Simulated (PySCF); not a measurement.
## Identify the compound

The spectra below were simulated for a compound C5H7N.

1H NMR (500 MHz, computed): δ 5.29 (sept, J = 1.7 Hz, 1H), 5.22 (sept, J = 1.5 Hz, 1H), 2.77 (t, J = 1.3 Hz, 2H), 1.98 (t, J = 1.8 Hz, 3H).

13C{1H} NMR (computed): δ 145.6, 124.3, 121.9, 28.3, 23.4.

PySCF calculation with couplings computed with B3LYP/pcJ-1 (spin–dipole term only in couplings to heteroatoms), structure optimised with PBE0-D3(BJ)/def2-SVP and σ from GIAO-PBE0/pcSseg-1; non-relativistic Hamiltonian, one computed conformer, no solvent, averaged over atoms made equivalent by symmetry, fast rotation or ring inversion.

Chemical shifts δ = σref − σ; 1H, 13C against TMS, all at this level.

What is the structure?

Answers


1. Rings plus π bonds: 3 (no ring in the answer).
2. 5 carbon signals for 5 carbons: no two carbons are equivalent.
3. Carbon types of the structure: 2 × C, 2 × CH2, 1 × CH3, which accounts for all hydrogens.
4. δC 145.6: fully substituted alkene carbon; an sp2 carbon of a C=C bond.
5. δC 124.3: terminal =CH2 carbon; as expected for a trigonal carbon in a double bond.
6. δC 121.9: nitrile carbon; this is the usual window of a C≡N carbon, which has no attached hydrogen.
7. δC 28.3: allylic sp3 CH2; aliphatic region, no heteroatom directly attached.
8. δC 23.4: allylic methyl carbon; a saturated carbon with 1 carbon neighbour and no heteroatom attached.
9. δH 2.77: hydrogen on an allylic sp3 CH2; allylic position.
10. δH 1.98: hydrogen on an allylic methyl carbon; allylic position.

Structure: methallyl cyanide (SMILES C=C(C)CC#N).

This is the structure that produced the data.

Splittings below 1 Hz are ignored in the labels, and close J values are merged. Shifts are as computed. Against solution values, carbons near 30 ppm lie about +2 ppm off and those near 130 ppm about +5 ppm. Of 1211 compounds with measured shifts, 218 miss one by over three times the rms of a fit or turn the order of signals round; such compounds aren't used in these exercises.
